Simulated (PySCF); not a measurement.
# Exercise with solution: dipole moment from atomic charges

hydrogen isocyanide (CHN), SMILES [C-]#[NH+]. Atoms are numbered in the order given.

```xyz
3

C      0.0000     0.0000     0.7365
N      0.0000     0.0000    -0.4277
H      0.0000     0.0000    -1.4255
```
Charge 0, spin multiplicity 1.

The structure is a stationary point at B3LYP-D3(BJ)/def2-TZVPD.

Charges (e) from PBE/def2-TZVPD (PySCF):

```csv
atom,ESP fit,IAO
C1,-0.287,-0.051
N2,-0.017,-0.271
H3,0.304,0.322
```

The dipole moment of the full density is 3.12 D.

**Question.** What dipole moment does each set of point charges give, and which comes closer to that of the density?

**Answer.** 
μ = Σ q r, and 1 e Å = 4.8032 D.
ESP fit: Σ q r = (0.000, 0.000, -0.637) e Å, |μ| = 3.06 D.
IAO: Σ q r = (0.000, 0.000, -0.381) e Å, |μ| = 1.83 D.
ESP fit comes closer in size. Point charges leave out the atoms' own dipoles (lone pairs, polarised bonds); fits to the potential absorb them, partitions of the density don't.
